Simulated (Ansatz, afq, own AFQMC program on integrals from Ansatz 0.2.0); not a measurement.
# WH⁺, septet in def2-TZVPP, levels against CCSDT(Q)

```yaml
atoms:
  - { symbol: W, position_ang: [0.0000, 0.0000, 0.0000] }
  - { symbol: H, position_ang: [0.0000, 0.0000, 4.5730] }
```

Basis def2-TZVPP with its core potentials. Only valence electrons are correlated. Integrals, coupled cluster, full CI and functionals: Ansatz 0.2.0; the random walks run on the same integrals in our own AFQMC program. ph-AFQMC/CISD is guided by a CISD state made of CCSD amplitudes; releasing the constraint for a short imaginary time cuts its bias at the price of noise, slowly where states lie close. ± is one standard error of the sampling. No spin–orbit coupling. The metal's outer-core s and p shells are frozen, which shifts wave-function levels against functionals.

Determinant: UHF, the one that the program's search chose, which needn't be the lowest solution. The geometry is a point of a scan.

No full CI on the walks' own integrals is used here; CCSDT(Q) serves as the reference and is uncertain by about the last step of the cluster series.

Cautions: no spin-orbit coupling; outer-core shells of the metal frozen; lower spins were not checked; higher spins were not checked.

```
T1 diagnostic                               : 0.0093
weight of the determinant in the CISD state : 0.973
⟨S²⟩ of the determinant                     : 12.005
size of the correlated space                : 6 electrons in 66 orbitals
```

| level | correlation energy (eV) |
| --- | --- |
| MP2 | -1.3067 |
| CCSD | -1.5022 |
| CCSD(T) | -1.5278 |

Task: Estimate where AFQMC with the constraint released lies against CCSD(T) on the same integrals.

Result: 0.15 ± 0.04 kcal/mol below CCSD(T).

Reference: CCSDT(Q), correlation energy -1.532 eV. The released energy is read at 4.20 1/Eh (meV from the phaseless value at times in 1/Eh: -4.6 ± 1.8 at 0.60, -2.8 ± 1.0 at 1.20, -2 ± 3 at 2.00, -4.4 ± 0.6 at 3.00, -7.0 ± 1.7 at 4.20).

```csv
level,E − E(reference) (kcal/mol),share of correlation (%)
CCSD(T),0.11,99.70
CCSDT,0.01,99.98
ph-AFQMC/CISD,0.12 ± 0.01,99.67
released AFQMC,-0.05 ± 0.04,100.13
```

A walk keeps the symmetry of its determinant, which the program's search chose and which needn't be the lowest solution, so a lower state of the same spin and another symmetry isn't excluded. Released energies are given only where the last usable release times agree within the noise; a slower fall can still hide under it.
